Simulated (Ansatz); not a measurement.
**C8H8: how energies converge with the basis set**

An exercise on one series of results from a longer session: the logs are not shown, and one member is left open.

Computed with Ansatz 0.2.0, Gaussian basis. Level: one geometry, several basis sets.

The runs, in order: PBE0-D4/def2-SVP; ωB97M-V/def2-SVP; PBE0-D4/def2-QZVPP; ωB97M-V/def2-QZVPP; the functionals' def2-TZVPP values are taken from earlier runs.

**The geometry**

An earlier PBE0-D4 in a triple-zeta def2 set relaxation fixed the geometry.

SMILES `CC#CC#CC1CC1`, 16 atoms, charge 0, spin multiplicity 1.

Atoms are counted from 1 here; the program's logs count them from 0.

Bond lengths: C1–C2 1.446 Å, C1–H9 1.093 Å, C1–H10 1.093 Å, C1–H11 1.093 Å, C2–C3 1.209 Å, C3–C4 1.362 Å, C4–C5 1.210 Å, C5–C6 1.425 Å, C6–C7 1.511 Å, C6–C8 1.511 Å, C6–H12 1.085 Å, C7–C8 1.488 Å, C7–H13 1.082 Å, C7–H14 1.083 Å, C8–H15 1.083 Å, C8–H16 1.082 Å. Angles: C2–C1–H9 111.1°, C2–C1–H10 110.8°, C2–C1–H11 111.0°, H9–C1–H10 107.9°, H9–C1–H11 108.0°, H10–C1–H11 107.9°, C1–C2–C3 179.9°, C2–C3–C4 180.0°, C3–C4–C5 180.0°, C4–C5–C6 179.7°, C5–C6–C7 119.8°, C5–C6–C8 119.8°, C5–C6–H12 115.0°, C7–C6–C8 59.0°, C7–C6–H12 116.0°, C8–C6–H12 116.0°, C6–C7–C8 60.5°, C6–C7–H13 116.7° and more.

The first run:

File in.yaml:

```yaml
crystal:
  periodic: [false, false, false]
  atoms:
    - {symbol: C, position_ang: [4.293159, -1.160860, -0.170597]}
    - {symbol: C, position_ang: [2.928032, -0.685211, -0.194419]}
    - {symbol: C, position_ang: [1.787510, -0.285985, -0.215639]}
    - {symbol: C, position_ang: [0.502203, 0.163241, -0.239194]}
    - {symbol: C, position_ang: [-0.639912, 0.562938, -0.260576]}
    - {symbol: C, position_ang: [-1.987341, 1.027510, -0.280911]}
    - {symbol: C, position_ang: [-3.124330, 0.034048, -0.220600]}
    - {symbol: C, position_ang: [-2.843806, 0.899408, 0.957394]}
    - {symbol: H, position_ang: [4.717858, -1.086342, 0.834199]}
    - {symbol: H, position_ang: [4.921760, -0.573438, -0.845406]}
    - {symbol: H, position_ang: [4.349956, -2.206762, -0.484289]}
    - {symbol: H, position_ang: [-2.158223, 1.910172, -0.888613]}
    - {symbol: H, position_ang: [-2.852670, -1.011413, -0.160434]}
    - {symbol: H, position_ang: [-3.995026, 0.248975, -0.826894]}
    - {symbol: H, position_ang: [-3.518861, 1.717861, 1.172645]}
    - {symbol: H, position_ang: [-2.380290, 0.445870, 1.823341]}
basis:
  gaussian: {orbitals: def2-SVP}
hamiltonian: {xc: pbe0, dispersion: d4}
output: {orbitals: {seedname: orbitals}}
```

The run is started by

```sh
$ ansatz run in.yaml --threads 2 --pin off --events-out ev --progress --plain --max-ram 32768MiB --backend cpu
```

Steps of the session up to this table: PBE0-D4 in def2-SVP; ωB97M-V in def2-SVP; PBE0-D4 in def2-QZVPP; ωB97M-V in def2-QZVPP.

One of the session's tables, all rows but one given; the rest of the session is left out.

It belongs to the step «Functionals by basis». 

```
functional       basis  HOMO (eV)  LUMO (eV)
   PBE0-D4    def2-SVP      -6.40      -0.11
   PBE0-D4  def2-TZVPP          ?          ?
   PBE0-D4  def2-QZVPP      -6.43      -0.23
   ωB97M-V    def2-SVP      -8.43       1.95
   ωB97M-V  def2-TZVPP      -8.46       1.80
   ωB97M-V  def2-QZVPP      -8.47       1.60
```

Q: Estimate the row for PBE0-D4, def2-TZVPP from the others.

The run gave: HOMO (eV): -6.42; LUMO (eV): -0.19. In the column «HOMO (eV)» it lies between PBE0-D4, def2-QZVPP (-6.43) and PBE0-D4, def2-SVP (-6.40).
